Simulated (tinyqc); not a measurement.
Stretching all distances: RHF, UHF, MP2, CISD and CCSD against full CI in the sto-3g basis, for H2F+, spin multiplicity 1. Computed by the program tinyqc with PySCF. 

Geometry (angstrom):
```
atom,x,y,z
F,0.0000,0.0000,0.0000
H,0.0000,0.6780,0.5700
H,0.0000,-0.6970,0.5860
```

All coordinates are multiplied by the scale. c0^2 is the weight of the RHF determinant in the lowest singlet FCI state (UHF is spin-contaminated and may lie near states of higher spin) and n(LUMO) the first natural occupation beyond the occupied space.

Full CI energy (hartree) and errors against it (kcal/mol):
```
scale,distance 1-2 (angstrom),E(FCI),RHF,UHF,MP2,CISD,CCSD,<S^2> UHF,c0^2,n(LUMO)
0.970,0.859,-98.86324,22.484,22.484,5.197,0.262,0.154,0.000,0.985,0.017
1.240,1.098,-98.88935,38.289,38.289,9.878,0.939,0.578,0.000,0.960,0.040
1.520,1.346,-98.78975,60.181,59.550,15.991,2.587,1.725,0.163,0.910,0.086
1.790,1.586,-98.68557,85.649,54.139,21.445,5.117,3.476,0.961,0.834,0.160
2.070,1.834,-98.59965,114.179,36.234,23.765,8.124,4.694,1.288,0.734,0.258
```

UHF parts from RHF first at scale 1.52 of those listed, where <S^2> leaves zero. The weight c0^2 goes from 0.98 to 0.73 and n(LUMO) from 0.02 to 0.26: static correlation grows as the bonds break into open-shell fragments. The spread of the error along the curve, which distorts its shape, is CCSD 4.5, CISD 7.9, MP2 18.6, UHF 37.1, RHF 91.7 kcal/mol.
